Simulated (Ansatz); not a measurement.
Isolated molecules relaxed with PBE0-D4/def2-TZVP in Ansatz; ΔE leaves out vibrations. CBS: MP2 limit from def2 TZ/QZ plus the TZ coupled-cluster correction, frozen cores. Functionals use def2-TZVPP. B3LYP here is the variant with VWN-RPA as its local correlation; programs differ in this. One conformer a species, not always the lowest.

Reaction (isomerisation): `FC1CCCO1` → `CO/C(C)=C\F`

| level | ΔE (eV) |
| --- | --- |
| PBE0-D4 | 1.27 |
| B3LYP-D4 | 1.02 |
| ωB97X-V | 1.32 |
| B2PLYP | 1.11 |
| PBE | 1.10 |
| B3LYP | 0.99 |
| HF/def2-QZVPP | 1.15 |
| MP2/def2-QZVPP | 1.30 |

Question: What does CCSD(T)/CBS give? (Best estimate.)

Answer: Computed: +1.22 eV. The listed levels differ from it by 0.05, -0.20, 0.10, -0.11, -0.12, -0.23, -0.07, 0.08 eV.

Largest T1 diagnostic among the species: 0.012.

In def2-TZVPP, CCSD(T) changes the Hartree–Fock value by +0.08 eV (the triples alone add −0.02 eV) and MP2 by +0.15 eV. From PBE to PBE0 (25 % exact exchange), in def2-TZVPP and without D4, ΔE moves by +0.16 eV.
